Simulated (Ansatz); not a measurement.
**One shape, several levels: BN (boron nitride)**

Wanted: a comparison of 6 runs (UB3LYP/6-31G*, U-revPBE/cc-pVTZ, UBHLYP/cc-pVTZ, UPBE0/cc-pVTZ, USVWN5/cc-pVTZ, UBCCD(T)/cc-pVTZ) of BN (boron nitride). 

Program for the calculation: Ansatz 0.2.0.

32 further runs of the same task are left out: 32 set aside as unsound or not needed.

## Step 1: The structure to begin with

BN has 2 atoms, charge 0, and is taken as a triplet. SMILES: `B#N`. The B1–N2 distance was set to 2.894 Å, away from the relaxed value.

## Step 2: A single-point energy at UB3LYP/6-31G(d) (spherical functions) (run 1)

job.yaml reads:

```yaml
crystal:
  periodic: [false, false, false]
  atoms:
    - {symbol: B, position_ang: [-0.000000, -0.000000, -1.602050]}
    - {symbol: "N", position_ang: [0.000000, 0.000000, 1.291950]}
basis:
  gaussian: {orbitals: 6-31G_st_-spherical.json}
hamiltonian: {xc: {name: B3LYP}}
magnetization: {spin_polarized: true, initial_magnetization: 2}
accuracy: high
output: {orbitals: {seedname: orbitals}}
```

The basis set 6-31G* is read from a file made from the Basis Set Exchange's data (not shown).

On the command line:

```
$ ansatz run job.yaml --threads 1 --pin off --max-ram 3480MiB --events-out events.jsonl --progress --plain --runs-dir runs
```

Standard output:

```text
Warning: RAYON_NUM_THREADS=1 ignored (pool sized by the plan → 1); use --threads N
Functional definition: B3LYP
  name "B3LYP"
  parameter a0 = 0.2
  parameter ax = 0.72
  parameter ac = 0.81
  exchange = (1 - a0 - ax)*slater_x + ax*b88_x + a0*exact_x
  correlation = (1 - ac)*vwn_rpa_c + ac*lyp_c
497 factors; integrals over basis functions are off by at most 3.0e-9 eV
mean field evaluation 1: about -2149.7716 eV, gradient 2.4e1 eV
mean field evaluation 2: about -1988.9330 eV, gradient 1.1e2 eV
mean field evaluation 4: about -2155.7214 eV, gradient 4.0e0 eV
mean field evaluation 8: about -2156.4647 eV, gradient 2.2e0 eV
mean field evaluation 16: about -2156.5247 eV, gradient 3.4e-4 eV
mean field evaluation 32: about -2156.5247 eV, gradient 1.0e-7 eV
mean field evaluation 64: about -2156.4672 eV, gradient 3.9e-1 eV
mean field -2156.52466013 eV, -79.2508195147 hartree, gradient 1.1e-8 eV, S^2 2.711674; 2 other end points of the search recorded, 0 dependent functions left out
reference -2156.52468554 eV, -79.2508204488 hartree; 7, 5 occupied and 21, 23 virtual orbitals, 497 factors
Total energy: -2156.52468554 eV, -79.2508204488 hartree
```

Wall time 2 s (1 thread of Arm Neoverse V1, shared host); peak memory 0.094 GiB.

## Step 3: The energy at U-revPBE/cc-pVTZ (run 2)

input.yaml reads:

```yaml
crystal:
  periodic: [false, false, false]
  atoms:
    - symbol: B
      position_ang: [-0.000000, -0.000000, -1.602050]
    - symbol: "N"
      position_ang: [0.000000, 0.000000, 1.291950]
basis:
  gaussian:
    orbitals: cc-pVTZ
magnetization:
  spin_polarized: true
  initial_magnetization: 2
hamiltonian:
  xc: {name: revPBE}
accuracy: high
output: {orbitals: {seedname: orbitals}}
```

On the command line:

```
$ ansatz run input.yaml --threads 1 --pin off --max-ram 3480MiB --events-out events.jsonl --progress --plain --runs-dir runs
```

Standard output:

```text
Warning: RAYON_NUM_THREADS=1 ignored (pool sized by the plan → 1); use --threads N
Functional definition: revPBE
  name "revPBE"
  parameter kappa = 1.245
  parameter beta = 0.06672455060314922
  exchange = pbe_x(kappa = kappa, mu = beta*pi^2/3)
  correlation = pbe_c(beta = beta)
774 factors; integrals over basis functions are off by at most 3.1e-9 eV
mean field evaluation 1: about -2149.3205 eV, gradient 2.9e1 eV
mean field evaluation 2: about -1955.5341 eV, gradient 9.4e1 eV
mean field evaluation 4: about -2156.3826 eV, gradient 3.4e0 eV
mean field evaluation 8: about -2156.6155 eV, gradient 8.7e-2 eV
mean field evaluation 16: about -2156.6137 eV, gradient 6.2e-5 eV
mean field evaluation 32: about -2156.6071 eV, gradient 9.1e-1 eV
mean field evaluation 64: about -2156.4937 eV, gradient 1.3e0 eV
mean field -2156.61366471 eV, -79.2540903729 hartree, gradient 2.8e-8 eV, S^2 2.573745; 5 other end points of the search recorded, 0 dependent functions left out
reference -2156.61366790 eV, -79.2540904901 hartree; 7, 5 occupied and 53, 55 virtual orbitals, 774 factors
Total energy: -2156.61366790 eV, -79.2540904901 hartree
```

It took 4.2 s on 1 thread of Arm Neoverse V1, shared host; peak memory 0.12 GiB.

Runs 3 to 5 aren't shown in full; the table further down has their settings and results.

## Step 4: A single-point energy at UBCCD(T)/cc-pVTZ (run 6)

input.yaml reads:

```yaml
crystal:
  periodic: [false, false, false]
  atoms:
    - symbol: B
      position_ang: [-0.000000, -0.000000, -1.602050]
    - symbol: N
      position_ang: [0.000000, 0.000000, 1.291950]
basis:
  gaussian:
    orbitals: cc-pVTZ
magnetization:
  spin_polarized: true
  initial_magnetization: 2
correlation:
  method: bccd_t
  frozen_orbitals: {B: 1, "N": 1}
accuracy: high
scf:
  omitted_lower_state_checks: [cluster_reference, increment]
```

On the command line:

```
$ ansatz run input.yaml --threads 1 --pin off --max-ram 3480MiB --events-out events.jsonl --progress --plain --runs-dir runs
```

Standard output:

```text
Warning: RAYON_NUM_THREADS=1 ignored (pool sized by the plan → 1); use --threads N
[... 18 lines left out ...]
2 core orbitals not correlated: weight in the atoms' cores, before any rotation towards them, 1.000 or more for the frozen orbitals, at most 0.000 for the correlated occupied ones
[... 43 lines left out ...]
Total energy: -2152.77798515 eV, -79.1131317491 hartree
Checks for a lower state left out: cluster_reference, increment
```

Run time: 6.9 s. Hardware: 1 thread of Arm Neoverse V1, shared host; peak memory 0.33 GiB.

## Step 5: The series

| run | level | frozen core orbitals | energy (Eh) | HOMO energy (eV) | LUMO energy (eV) | ⟨S²⟩ | wall time |
| --- | --- | --- | --- | --- | --- | --- | --- |
| 1 | UB3LYP/6-31G* (spherical functions) | – | -79.250820 | -5.37 | -2.80 | 2.712 | 2 s |
| 2 | U-revPBE/cc-pVTZ | – | -79.254090 | -4.94 | -4.17 | 2.574 | 4.2 s |
| 3 | UBHLYP/cc-pVTZ | – | -79.248634 | -6.73 | -1.55 | 2.850 | 3.3 s |
| 4 | UPBE0/cc-pVTZ | – | -79.169946 | -5.80 | -2.89 | 2.763 | 3.3 s |
| 5 | USVWN5/cc-pVTZ | – | -78.510591 | -5.03 | -4.59 | 2.513 | 2.2 s |
| 6 | UBCCD(T)/cc-pVTZ | 2 | -79.113132 | – | – | 3.026 | 6.9 s |

## Step 6: Outcome

| quantity | value |
| --- | --- |
| run 6: total energy | -79.11313 Eh |
| run 6: correlation energy (2 core orbitals frozen) | -182.3 mEh |
| run 6: (T) correction | -4.10 mEh |
| run 6: ⟨S²⟩ of the reference determinant | 3.026 |

What this shows: Totals of different functionals can't be ranked against each other. Spin contamination of the reference: run 6 ⟨S²⟩ = 3.03, run 3 ⟨S²⟩ = 2.85, run 4 ⟨S²⟩ = 2.76, run 1 ⟨S²⟩ = 2.71, run 2 ⟨S²⟩ = 2.57, run 5 ⟨S²⟩ = 2.51. Where it is this large, the reference is a mixture of spin states, and values that rest on it are in doubt. All runs together took 22 s, the longest 6.9 s.
